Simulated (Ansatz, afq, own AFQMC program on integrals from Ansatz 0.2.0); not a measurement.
**Cl, doublet → Cl⁺, singlet**

A free Cl atom.

E(singlet, charge +1) − E(doublet, charge +0) at this geometry, on UHF and RHF determinants.

Basis cc-pVDZ. Only valence electrons are correlated. Integrals, coupled cluster, full CI and functionals: Ansatz 0.2.0; the random walks run on the same integrals in our own AFQMC program. The CISD trial takes its coefficients from CCSD amplitudes. Released means that phaseless walkers are propagated on without the constraint, phases kept. ± is one standard error of the sampling. The errors of all members are added in quadrature.

Full CI on the same integrals is exact in this basis and with this determinant's frozen core.

Errors are counted within cc-pVDZ, not against nature.

Cautions: Cl (doublet): the ph-AFQMC/HF walk drifts between its halves (2.2 errors), the ph-AFQMC/CISD walk drifts between its halves (2.3 errors); Cl⁺ (singlet): another spin lies lower, restricted determinant unstable towards unrestricted (UHF 2.08 eV lower, ⟨S²⟩ 1.02), strong correlation (T1 0.007, weight of the determinant 0.80, largest double 0.30), the determinant fills the p orbitals unequally in pairs, so it mixes two states of the atom (¹D and ¹S), and each level undoes that mixture to a different degree, while full CI gives the lower state, CCSDTQ on the UHF determinant differs (1.62 eV lower), perhaps since the unrestricted series falls towards higher spin, its ph-AFQMC/CISD value lies 24 ± 8 meV above full CI; this isn't the first ionization.

Reference (full CI): 322.5 kcal/mol.

| level | vertical ionization energy (kcal/mol) | error against FCI (kcal/mol) |
| --- | --- | --- |
| HF | 335.4 | 12.9 |
| MP2 | 340.5 | 18.0 |
| CCSD | 327.9 | 5.5 |
| CCSD(T) | 324.9 | 2.5 |
| CCSDT | 323.9 | 1.4 |
| CCSDT(Q) | 322.6 | 0.1 |
| CCSDTQ | 322.5 | 0.0 |
| ph-AFQMC/CISD | 322.9 ± 0.2 | 0.4 ± 0.2 |
| released AFQMC | 322.6 ± 0.3 | 0.2 ± 0.3 |

Correlation beyond CCSD(T) takes off 2.5 kcal/mol. The perturbative (T) step is worth −3.0 kcal/mol. Where a determinant mixes two states, these steps and errors hold in part the undoing of that mixture, and only full CI is sure.

CCSDT and higher add their correlation energy to the determinant of the CCSD(T) run, since their own runs factorise the integrals more tightly (a shift of under 2 meV). Released energies are given only where the last usable release times agree within the noise; a slower fall can still hide under it.
